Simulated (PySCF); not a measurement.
Level of theory: PySCF 2.14.0 with TPSSh-D3(BJ)/def2-TZVP // TPSS-D3(BJ)/def2-SVP. Gas-phase values, no solvent. 

Reference species (SMILES): `O` (neutral, multiplicity 1).

- HOMO–LUMO gap = 8.29 eV

Changed species: `N#N` (free ligand N2; the reference has free ligand H2O).

Q: Give the shifts of the HOMO–LUMO gap.

A: the HOMO–LUMO gap increases by 1.54 eV, to 9.83 eV.
